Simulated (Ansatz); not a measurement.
## A barrier at the coupled-cluster level

Start structure (CH₅OS, doublet), relaxed at PBE0-D4/def2-TZVP:

```xyz
8
angstrom
H 1.0132 -0.8554 -0.7988
S 1.7977 -0.2412 -1.7062
O -0.5664 -0.9524 0.7668
C -1.1108 0.2878 0.6905
H 2.7989 -0.0900 -0.8267
H -0.4372 1.0278 0.2351
H -1.5277 0.6365 1.6454
H -1.9677 0.1870 -0.0060
```

The step: CH₃O ([CH3][O]) + H₂S → CH₄O ([CH3][OH]) + HS; bonds formed: H1–O3; bonds broken: H1–S2. Ansatz 0.2.0; basis: def2-TZVPP and def2-QZVPP; cores frozen in the correlated methods; orbitals are unrestricted. Extrapolation: Hartree–Fock as exp(−7.88 √X), correlation as X^−2.97. Energies below are by CCSD(T) at an estimated basis limit (MP2 extrapolated from triple and quadruple zeta, plus CCSD(T) − MP2 in triple zeta).

(1) What are the electronic barrier and the energy of the step, from the start structure to the end structure? (To be estimated.)

T1 diagnostic: at most 0.025. ⟨S²⟩ of the unrestricted Hartree–Fock references: 0.76 to 0.78 (a pure state has 0.75).

## Answers

(1) By the calculation: Barrier 0.298 eV; step energy -0.769 eV (downhill); reverse barrier, their difference, 1.067 eV. Barrier and step energy count from the start structure, the reverse barrier from the end structure.

The saddle point: One imaginary mode of 853i cm⁻¹.
```csv
pair,start (Å),saddle (Å),end (Å)
H1–O3,2.23,1.38,0.96
H1–S2,1.35,1.44,2.47
```

Zero-point energy (harmonic, PBE0-D4): ZPE is 1.461 eV at the start and 1.429 eV at the saddle, so the barrier goes from 0.298 to 0.266 eV.

Labels in which every atom is bracketed show which atoms are joined, not bond orders.

For scale, one of the runs: CCSD(T)/def2-TZVPP, 174 basis functions (an equivalent command: `ansatz run in.yaml --threads 4`). The run took 94 s on 4 CPU threads (shared host), with 3.9 GiB of host memory at its peak.
